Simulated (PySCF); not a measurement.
Gas-phase reaction: 2 CH₃SiH₂ + 2 C₃H₇ (i-propyl) → 2 ethylsilane + C₄H₈ (isobutene)

Method: PySCF energies (xtb for GFN2) plus ideal-gas RRHO corrections (1 bar). † marks an energy on the PBE0/def2-TZVP geometry and frequencies; other levels use their own. Open shells (unrestricted): CH₃SiH₂ (multiplicity 2), C₃H₇ (i-propyl) (multiplicity 2); the rest are closed-shell singlets. GFN2 has no spin-polarisation term. B3LYP is the form with VWN-RPA correlation. CH₃SiH₂: computed as isolated molecules; such fragments, hydroxides, amides, oligomers or adducts are transient or little studied in the gas. The harmonic model lacks anharmonicity and excited electronic states, which grow with temperature; levels with a mode under 35 cm⁻¹ are left out. Internal rotation in CH₃SiH₂, C₃H₇ (i-propyl), ethylsilane, C₄H₈ (isobutene) is treated as a harmonic vibration of one conformer, which makes the entropy rough.

| level | ΔE electronic, kJ | ΔH°(298 K), kJ | ΔS°(298 K), J/K | ΔG°(800 K), kJ |
|---|---|---|---|---|
| B3LYP/def2-TZVP† | -511 | -496 | -238 | -304 |
| GFN2-xTB | -706 | -695 | -248 | -496 |
| HF/def2-TZVP† | -374 | -359 | -238 | -167 |
| M06-2X/def2-TZVP† | -541 | -526 | -238 | -334 |
| PBE/def2-SVP | -513 | -498 | -237 | -307 |
| PBE0/def2-QZVP† | -501 | -486 | -238 | -294 |
| PBE0/def2-TZVP | -503 | -488 | -238 | -296 |
| LDA/def2-TZVP† | -590 | -576 | -238 | -384 |
| ωB97M-V/def2-TZVP† | -567 | -553 | -238 | -361 |
| ωB97X-V/def2-TZVP† | -559 | -544 | -238 | -352 |
ΔH° is lowest at GFN2-xTB and highest at HF/def2-TZVP†. No reference value is set beside these.
